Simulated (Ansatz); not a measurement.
# AlBH5 (doublet): from Hartree-Fock to the top rungs at distance Al1–H4 along a hydrogen transfer = 1.688 Å, cc-pVDZ

How much of the correlation energy of AlBH5 (doublet) does each wave-function method recover here?

Computed with Ansatz 0.2.0, Gaussian basis. Level: cc-pVDZ, core rule «outside noble gas», up to 6 orbitals frozen.

Plan: UHF; CCSD(T) on ROHF; CCSD(T) on UHF; BCCD(T) on ROHF; CISD; CCSDT(Q) on ROHF; CCSDT(Q) on UHF; CASSCF and MRCISD+Q, 3 electrons in 3 orbitals; CASSCF and NEVPT2, 3 electrons in 3 orbitals; CASSCF and NEVPT2, 9 electrons in 9 orbitals.

3 further runs of the same task are left out: 3 that didn't finish.

## 1. The geometry

The geometry derives from fragments relaxed apart (PBE0/def2-TZVP) and kept rigid, so it is no stationary point. A hydrogen atom is moved between rigid fragments.

7 atoms, charge 0, spin multiplicity 2.

Atoms are counted from 1 here; the program's logs count them from 0.

Bond lengths: Al1–H2 1.586 Å, Al1–H3 1.586 Å, Al1–H4 1.688 Å, H4–B5 1.425 Å, B5–H6 1.191 Å, B5–H7 1.191 Å. Angles: H2–Al1–H3 120.0°, H2–Al1–H4 120.0°, H3–Al1–H4 120.0°, Al1–H4–B5 180.0°, H4–B5–H6 115.3°, H4–B5–H7 115.3°, H6–B5–H7 129.4°.

## 2. UHF

in.yaml reads:

```yaml
crystal:
  periodic: [false, false, false]
  atoms:
    - {symbol: Al, position_ang: [-0.958607, 0.000000, 0.000000]}
    - {symbol: H, position_ang: [-1.751530, 1.373384, 0.000000]}
    - {symbol: H, position_ang: [-1.751530, -1.373384, 0.000000]}
    - {symbol: H, position_ang: [0.729393, 0.000000, 0.000000]}
    - {symbol: B, position_ang: [2.154393, 0.000000, 0.000000]}
    - {symbol: H, position_ang: [2.663466, 0.000000, 1.077008]}
    - {symbol: H, position_ang: [2.663466, 0.000000, -1.077008]}
basis:
  gaussian: {orbitals: cc-pVDZ}
magnetization: {spin_polarized: true, initial_magnetization: 1}
hamiltonian: {xc: hf}
output: {orbitals: {seedname: orbitals}}
```

Command:

```bash
$ ansatz run in.yaml --threads 1 --pin off --events-out ev --progress --plain --max-ram 2393MiB
```

The runs that follow: CCSD(T) on ROHF; CCSD(T) on UHF; BCCD(T) on ROHF; CISD; CCSDT(Q) on ROHF; CCSDT(Q) on UHF; CASSCF and MRCISD+Q, 3 electrons in 3 orbitals; CASSCF and NEVPT2, 3 electrons in 3 orbitals; CASSCF and NEVPT2, 9 electrons in 9 orbitals.

Q: Predict the results of all the runs planned. Wanted: UCCSDT(Q) below the RHF energy; RMP2 from UCCSDT(Q); UMP2 from UCCSDT(Q); RCCSD from UCCSDT(Q); RCCSD(T) from UCCSDT(Q); UCCSD(T) from UCCSDT(Q); RCCSDT(Q) from UCCSDT(Q); NEVPT2 frontier from UCCSDT(Q); T1 diagnostic.

**Answer**, as computed:

```
                         quantity                                                   value
   UCCSDT(Q) below the RHF energy                                              -5.8088 eV
              RMP2 from UCCSDT(Q)                                             +1310.2 meV
              UMP2 from UCCSDT(Q)                                             +1313.1 meV
             RCCSD from UCCSDT(Q)                                              +139.2 meV
          RCCSD(T) from UCCSDT(Q)                                               +30.5 meV
          UCCSD(T) from UCCSDT(Q)                                               +30.5 meV
         RCCSDT(Q) from UCCSDT(Q)                                                +0.4 meV
   NEVPT2 frontier from UCCSDT(Q)                                             +1310.1 meV
levels within 1 kcal/mol (43 meV)  RCCSD(T), UCCSD(T), BCCD(T), RCCSDT, UCCSDT, RCCSDT(Q)
                    T1 diagnostic                                                   0.015
```

RCCSD(T) misses by +30.5 meV, 0.5 % of the correlation energy. These misses are within one basis, not against nature; the frozen cores of restricted and unrestricted runs differ, which can shift their rows.
